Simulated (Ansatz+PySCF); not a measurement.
Values are calculated unless marked as measured or tabulated.
Input for Ansatz (development build ahead of 0.2.0):

```yaml
crystal:
  periodic: [false, false, false]
  atoms:
    - { symbol: P, position_ang: [0.0, 0.0, 0.0] }
    - { symbol: O, position_ang: [0.0, 0.0, 1.4] }
basis:
  gaussian: { orbitals: STO-3G }
magnetization:
  initial_magnetization: 1
hamiltonian:
  xc: hf
correlation:
  method: fci
  frozen_orbitals: { O: 1, P: 5 }
```

The input is written out in the form of the current development build from the run's settings.

Output:

```json
{
  "Converged": "yes",
  "Total energy": "-410.77822 hartree",
  "State": "lowest doublet root, of any spatial symmetry"
}
```
